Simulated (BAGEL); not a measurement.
# A workflow on CH5NSi (SMILES C[Si]N)

Wanted: the energy (HF/def2-SV(P)), then a single-point energy (NEVPT2(2,2)/def2-SV(P)), then the energy (CASPT2(2,2)/def2-SV(P)) of CH5NSi. 

The calculation is run with BAGEL 1.2.2.

1 further run of the same task is left out (set aside as unsound or not needed).

## 1. The system as given

The species is CH5NSi (8 atoms), meant as a singlet with charge 0. As SMILES, `C[Si]N`. One bond was lengthened or shortened from a relaxed shape.

Bond lengths: C1–Si2 1.619 Å, Si2–N3 1.709 Å, C1–H4 1.094 Å, C1–H5 1.094 Å, C1–H6 1.098 Å, N3–H7 1.008 Å, N3–H8 1.010 Å. Angles: C1–Si2–N3 98.7°, Si2–C1–H4 115.0°, Si2–C1–H5 110.7°, Si2–C1–H6 107.9°, Si2–N3–H7 121.7°, Si2–N3–H8 126.1°, H4–C1–H5 108.8°, H4–C1–H6 108.0°, H5–C1–H6 106.1°, H7–N3–H8 112.1°.

## 2. A single-point energy at HF/def2-SV(P) (density fitting with svp-jkfit) (run 1)

calc.json reads:

```json
{ "bagel" : [

{
  "title" : "molecule",
  "basis" : "def2-sv_p_.json",
  "df_basis" : "svp-jkfit",
  "angstrom" : "true",
  "geometry" : [
    { "atom" : "C", "xyz" : [      -0.416463,       0.799068,      -0.405150 ] },
    { "atom" : "Si", "xyz" : [       0.963800,       0.653800,       0.427700 ] },
    { "atom" : "N", "xyz" : [       0.932200,      -1.034400,       0.690700 ] },
    { "atom" : "H", "xyz" : [      -0.782863,      -0.127432,      -0.857350 ] },
    { "atom" : "H", "xyz" : [      -0.318963,       1.557768,      -1.187150 ] },
    { "atom" : "H", "xyz" : [      -1.187863,       1.169368,       0.282850 ] },
    { "atom" : "H", "xyz" : [       1.651200,      -1.501900,       1.220100 ] },
    { "atom" : "H", "xyz" : [       0.225200,      -1.675700,       0.360300 ] }
  ]
},

{
  "title" : "hf"
},

{
  "title" : "print",
  "file" : "orbitals.molden",
  "orbitals" : "true"
}

]}
```

The basis set def2-SV(P) is read from a file made from the Basis Set Exchange's data (not shown).

Launch:

```sh
$ BAGEL_NUM_THREADS=1 BAGEL calc.json > calc.out
```

What it wrote:

```text
* using 1 threads per process

  ===============================================================
  ===============================================================

  *** Geometry ***

  { "atom" : "C", "xyz" : [     -0.787001,      1.510020,     -0.765623 ] },
  { "atom" : "Si", "xyz" : [      1.821318,      1.235503,      0.808236 ] },
  { "atom" : "N", "xyz" : [      1.761603,     -1.954733,      1.305234 ] },
  { "atom" : "H", "xyz" : [     -1.479397,     -0.240812,     -1.620157 ] },
  { "atom" : "H", "xyz" : [     -0.602753,      2.943755,     -2.243388 ] },
  { "atom" : "H", "xyz" : [     -2.244736,      2.209785,      0.534509 ] },
  { "atom" : "H", "xyz" : [      3.120316,     -2.838180,      2.305655 ] },
  { "atom" : "H", "xyz" : [      0.425566,     -3.166614,      0.680868 ] },

  Number of auxiliary basis functions:      370

  Since a DF basis is specified, we compute 2- and 3-index integrals:
    o Being stored without compression. Storage requirement is 0.009 GB

  Number of basis functions:       56
  Number of electrons      :       32

    * METHOD: MOLECULE                             0.11

  *** RHF ***

  === Nuclear Repulsion ===
   106.6533354769

      * DIIS with orbital gradients will be used.

  === RHF iteration (def2-sv_p_.json) ===
      0       -383.72796638          0.02476488           0.02
      1       -383.86989833          0.01480912           0.02
      2       -383.92283614          0.00200926           0.02
      3       -383.92450370          0.00075050           0.02
      4       -383.92468477          0.00010198           0.02
      5       -383.92469235          0.00002082           0.02
      6       -383.92469264          0.00000440           0.02
      7       -383.92469265          0.00000122           0.03
      8       -383.92469265          0.00000037           0.02
      9       -383.92469265          0.00000014           0.02
     10       -383.92469265          0.00000007           0.02
     11       -383.92469265          0.00000002           0.02
     12       -383.92469265          0.00000001           0.02
    * SCF iteration converged.

    * Permanent dipole moment:
           (    0.629761,     0.639573,     0.252901) a.u.

    * METHOD: HF                                   0.40

    * METHOD: PRINT                                0.01

  ===============================================================
```

Wall time 0.71 s (1 thread of Arm Neoverse V2, shared host); peak memory 0.083 GiB.

## 3. The energy at NEVPT2(2,2)/def2-SV(P) (density fitting with svp-jkfit) (run 2)

input.json reads:

```json
{ "bagel" : [

{
  "title" : "molecule",
  "basis" : "def2-sv_p_.json",
  "df_basis" : "svp-jkfit",
  "angstrom" : "true",
  "geometry" : [
    { "atom" : "C", "xyz" : [   -0.416463,    0.799068,   -0.405150 ] },
    { "atom" : "Si", "xyz" : [    0.963800,    0.653800,    0.427700 ] },
    { "atom" : "N", "xyz" : [    0.932200,   -1.034400,    0.690700 ] },
    { "atom" : "H", "xyz" : [   -0.782863,   -0.127432,   -0.857350 ] },
    { "atom" : "H", "xyz" : [   -0.318963,    1.557768,   -1.187150 ] },
    { "atom" : "H", "xyz" : [   -1.187863,    1.169368,    0.282850 ] },
    { "atom" : "H", "xyz" : [    1.651200,   -1.501900,    1.220100 ] },
    { "atom" : "H", "xyz" : [    0.225200,   -1.675700,    0.360300 ] }
  ]
},
{ "title" : "hf" },
{ "title" : "nevpt2", "nstate" : 1, "nact" : 2, "nclosed" : 15, "active" : [9, 25], "maxiter" : 200, "natocc" : "true", "ncore" : 7 },
{ "title" : "print", "file" : "orbitals.molden", "orbitals" : "true" }

]}
```

The basis set def2-SV(P) is read from a file made from the Basis Set Exchange's data (not shown).

Launch:

```sh
$ BAGEL_NUM_THREADS=1 BAGEL input.json > input.out
```

What it wrote:

```text
* using 1 threads per process

  ===============================================================
  ===============================================================

  *** Geometry ***

  { "atom" : "C", "xyz" : [     -0.787001,      1.510020,     -0.765623 ] },
  { "atom" : "Si", "xyz" : [      1.821318,      1.235503,      0.808236 ] },
  { "atom" : "N", "xyz" : [      1.761603,     -1.954733,      1.305234 ] },
  { "atom" : "H", "xyz" : [     -1.479397,     -0.240812,     -1.620157 ] },
  { "atom" : "H", "xyz" : [     -0.602753,      2.943755,     -2.243388 ] },
  { "atom" : "H", "xyz" : [     -2.244736,      2.209785,      0.534509 ] },
  { "atom" : "H", "xyz" : [      3.120316,     -2.838180,      2.305655 ] },
  { "atom" : "H", "xyz" : [      0.425566,     -3.166614,      0.680868 ] },

  Number of auxiliary basis functions:      370

  Since a DF basis is specified, we compute 2- and 3-index integrals:
    o Being stored without compression. Storage requirement is 0.009 GB

  Number of basis functions:       56
  Number of electrons      :       32

    * METHOD: MOLECULE                             0.11

  *** RHF ***

  === Nuclear Repulsion ===
   106.6533354769

      * DIIS with orbital gradients will be used.

  === RHF iteration (def2-sv_p_.json) ===
      0       -383.72796638          0.02476488           0.03
      1       -383.86989833          0.01480912           0.02
      2       -383.92283614          0.00200926           0.03
      3       -383.92450370          0.00075050           0.02
      4       -383.92468477          0.00010198           0.03
      5       -383.92469235          0.00002082           0.03
      6       -383.92469264          0.00000440           0.02
      7       -383.92469265          0.00000122           0.02
      8       -383.92469265          0.00000037           0.03
      9       -383.92469265          0.00000014           0.02
     10       -383.92469265          0.00000007           0.02
     11       -383.92469265          0.00000002           0.02
     12       -383.92469265          0.00000001           0.02
    * SCF iteration converged.

    * Permanent dipole moment:
           (    0.629761,     0.639573,     0.252901) a.u.

    * METHOD: HF                                   0.42

    * freezing 7 orbitals
  ---------------------------
      CASSCF calculation
  ---------------------------

    ==== Active orbitals : =====
         Orbital 9
         Orbital 25
    ============================

    * nstate   :      1
    * nclosed  :     15
    * nact     :      2
    * nvirt    :     39
  === CASSCF iteration (def2-sv_p_.json) ===

    * Using the second-order algorithm

      0  0      -383.92472674     1.28e-05      0.01

      1  0      -383.92491589     6.02e-05      0.10

      2  0      -383.92838981     4.42e-04      0.10

      3  0      -383.93278416     5.07e-04      0.16

      4  0      -383.93361918     1.31e-04      0.15

      5  0      -383.93363984     5.02e-05      0.16

      6  0      -383.93364052     1.93e-05      0.16

      7  0      -383.93364057     6.70e-06      0.16

      8  0      -383.93364057     2.23e-06      0.17

      9  0      -383.93364057     7.30e-07      0.19

     10  0      -383.93364057     2.37e-07      0.16

     11  0      -383.93364057     7.68e-08      0.15

     12  0      -383.93364057     2.48e-08      0.14

     13  0      -383.93364057     8.01e-09      0.11

    * Second-order optimization converged. *

     guess   0:   closed 1.                   open ..

  === FCI iteration ===

      0  0      -383.92464715     6.92e-02      0.00
      1  0      -383.93364038     2.39e-04      0.00
      2  0 *    -383.93364057     1.70e-15      0.00

     * ci vector, state   0, <S^2> = 0.0000
       2.     0.9978980778
       .2    -0.0648029807

  === DF-NEVPT2 calculation ===

    * 3-index integral transformation done
    * assembly done

      NEVPT2 correlation energy:   -0.3556905728      0.05

          (+0)     -0.2907846856
          (+0)'    -0.0206000908
          (+1)     -0.0039083620
          (+1)'    -0.0000000000
          (+2)     -0.0001961287
          (-1)     -0.0324401913
          (-1)'     0.0000000000
          (-2)     -0.0077611143

      NEVPT2 total energy:       -384.2893311447

    * METHOD: NEVPT2                               2.10

    * METHOD: PRINT                                0.01

  ===============================================================
```

Run time: 2.8 s. Hardware: 1 thread of Arm Neoverse V2, shared host; peak memory 0.14 GiB.

## 4. The energy at CASPT2(2,2)/def2-SV(P) (density fitting with svp-jkfit) (run 3)

job.json reads:

```json
{ "bagel" : [

{
  "title" : "molecule",
  "basis" : "def2-sv_p_.json",
  "df_basis" : "svp-jkfit",
  "angstrom" : true,
  "geometry" : [
    { "atom" : "C", "xyz" : [   -0.416463,    0.799068,   -0.405150 ] },
    { "atom" : "Si", "xyz" : [    0.963800,    0.653800,    0.427700 ] },
    { "atom" : "N", "xyz" : [    0.932200,   -1.034400,    0.690700 ] },
    { "atom" : "H", "xyz" : [   -0.782863,   -0.127432,   -0.857350 ] },
    { "atom" : "H", "xyz" : [   -0.318963,    1.557768,   -1.187150 ] },
    { "atom" : "H", "xyz" : [   -1.187863,    1.169368,    0.282850 ] },
    { "atom" : "H", "xyz" : [    1.651200,   -1.501900,    1.220100 ] },
    { "atom" : "H", "xyz" : [    0.225200,   -1.675700,    0.360300 ] }
  ]
},
{
  "title" : "hf"
},
{
  "title" : "casscf",
  "nstate" : 1,
  "nact" : 2,
  "nclosed" : 15,
  "active" : [9, 25],
  "maxiter" : 200,
  "natocc" : true
},
{
  "title" : "print",
  "file" : "orbitals.molden",
  "orbitals" : true
},
{
  "title" : "smith",
  "method" : "caspt2",
  "ms" : true,
  "xms" : true,
  "sssr" : true,
  "shift" : 0.2,
  "shift_imag" : true,
  "ncore" : 7
}

]}
```

The basis set def2-SV(P) is read from a file made from the Basis Set Exchange's data (not shown).

Launch:

```sh
$ BAGEL_NUM_THREADS=1 BAGEL job.json > job.out
```

What it wrote:

```text
* using 1 threads per process

  ===============================================================
  ===============================================================

  *** Geometry ***

  { "atom" : "C", "xyz" : [     -0.787001,      1.510020,     -0.765623 ] },
  { "atom" : "Si", "xyz" : [      1.821318,      1.235503,      0.808236 ] },
  { "atom" : "N", "xyz" : [      1.761603,     -1.954733,      1.305234 ] },
  { "atom" : "H", "xyz" : [     -1.479397,     -0.240812,     -1.620157 ] },
  { "atom" : "H", "xyz" : [     -0.602753,      2.943755,     -2.243388 ] },
  { "atom" : "H", "xyz" : [     -2.244736,      2.209785,      0.534509 ] },
  { "atom" : "H", "xyz" : [      3.120316,     -2.838180,      2.305655 ] },
  { "atom" : "H", "xyz" : [      0.425566,     -3.166614,      0.680868 ] },

  Number of auxiliary basis functions:      370

  Since a DF basis is specified, we compute 2- and 3-index integrals:
    o Being stored without compression. Storage requirement is 0.009 GB

  Number of basis functions:       56
  Number of electrons      :       32

    * METHOD: MOLECULE                             0.10

  *** RHF ***

  === Nuclear Repulsion ===
   106.6533354769

      * DIIS with orbital gradients will be used.

  === RHF iteration (def2-sv_p_.json) ===
      0       -383.72796638          0.02476488           0.02
      1       -383.86989833          0.01480912           0.02
      2       -383.92283614          0.00200926           0.02
      3       -383.92450370          0.00075050           0.02
      4       -383.92468477          0.00010198           0.02
      5       -383.92469235          0.00002082           0.02
      6       -383.92469264          0.00000440           0.02
      7       -383.92469265          0.00000122           0.02
      8       -383.92469265          0.00000037           0.02
      9       -383.92469265          0.00000014           0.02
     10       -383.92469265          0.00000007           0.02
     11       -383.92469265          0.00000002           0.02
     12       -383.92469265          0.00000001           0.02
    * SCF iteration converged.

    * Permanent dipole moment:
           (    0.629761,     0.639573,     0.252901) a.u.

    * METHOD: HF                                   0.36

  ---------------------------
      CASSCF calculation
  ---------------------------

    ==== Active orbitals : =====
         Orbital 9
         Orbital 25
    ============================

    * nstate   :      1
    * nclosed  :     15
    * nact     :      2
    * nvirt    :     39
  === CASSCF iteration (def2-sv_p_.json) ===

    * Using the second-order algorithm

      0  0      -383.92472674     1.28e-05      0.01

      1  0      -383.92491589     6.02e-05      0.08

      2  0      -383.92838981     4.42e-04      0.09

      3  0      -383.93278416     5.07e-04      0.15

      4  0      -383.93361918     1.31e-04      0.14

      5  0      -383.93363984     5.02e-05      0.15

      6  0      -383.93364052     1.93e-05      0.15

      7  0      -383.93364057     6.70e-06      0.15

      8  0      -383.93364057     2.23e-06      0.16

      9  0      -383.93364057     7.30e-07      0.18

     10  0      -383.93364057     2.37e-07      0.15

     11  0      -383.93364057     7.68e-08      0.15

     12  0      -383.93364057     2.48e-08      0.14

     13  0      -383.93364057     8.01e-09      0.10

    * Second-order optimization converged. *

     guess   0:   closed 1.                   open ..

  === FCI iteration ===

      0  0      -383.92464715     6.92e-02      0.00
      1  0      -383.93364038     2.39e-04      0.00
      2  0 *    -383.93364057     1.70e-15      0.00

     * ci vector, state   0, <S^2> = 0.0000
       2.     0.9978980778
       .2    -0.0648029807

    * METHOD: CASSCF                               1.87

    * METHOD: PRINT                                0.01

  === SMITH program ===

    * freezing 7 orbitals

    * Approximate memory requirement for SMITH calulation per MPI process:
      o Storage requirement for T-amplitude, lambda, and residual is 0.00 GB
      o Storage requirement for MO integrals is 0.00 GB
    * Calculating and saving rdm4f

    * Zeroth order energy : state  0       -1.1740982372

    * CASPT2 iteration is performed using orthogonal basis

      -------------------------------------------  CASPT2 iteration  ---------------------------------------------------
       #      aibj      arbs      arbi      airj      risj      airs      arst      rist         Etot      error   time
      ------------------------------------------------------------------------------------------------------------------

       0  -0.29032  -0.00924  -0.03283  -0.00459  -0.00030  -0.01808  -0.00000  -0.00000   -0.3553477  0.0034561   0.02
       1  -0.29107  -0.00942  -0.03320  -0.00490  -0.00037  -0.01900  -0.00000  -0.00000   -0.3579552  0.0008712   0.02
       2  -0.29116  -0.00942  -0.03319  -0.00496  -0.00037  -0.01905  -0.00000  -0.00001   -0.3581764  0.0002795   0.02
       3  -0.29118  -0.00942  -0.03320  -0.00493  -0.00038  -0.01907   0.00000  -0.00000   -0.3581927  0.0000860   0.02
       4  -0.29118  -0.00942  -0.03321  -0.00494  -0.00038  -0.01907  -0.00000  -0.00000   -0.3581945  0.0000251   0.02
       5  -0.29118  -0.00942  -0.03321  -0.00494  -0.00038  -0.01907  -0.00000  -0.00000   -0.3581947  0.0000058   0.02
       6  -0.29118  -0.00942  -0.03321  -0.00494  -0.00038  -0.01907  -0.00000  -0.00000   -0.3581947  0.0000015   0.02
       7  -0.29118  -0.00942  -0.03321  -0.00494  -0.00038  -0.01907  -0.00000   0.00000   -0.3581947  0.0000004   0.02

      ------------------------------------------------------------------------------------------------------------------

    * CASPT2 energy : state  0     -384.2940466725
        w/o shift correction       -384.2918352459
        reference weight              0.8850434442

    * METHOD: SMITH                                0.22

  ===============================================================
```

Wall time 2.7 s (1 thread of Arm Neoverse V2, shared host); peak memory 0.14 GiB.

## 5. Outcome

```
                                   quantity          value
         run 1, HF/def2-SV(P): total energy  -383.92469 Eh
        run 1, HF/def2-SV(P): dipole moment         2.37 D
          run 1, HF/def2-SV(P): HOMO energy       -8.11 eV
          run 1, HF/def2-SV(P): LUMO energy        2.78 eV
        run 1, HF/def2-SV(P): HOMO–LUMO gap       10.90 eV
run 2, NEVPT2(2,2)/def2-SV(P): total energy  -384.28933 Eh
run 3, CASPT2(2,2)/def2-SV(P): total energy  -384.29405 Eh
```
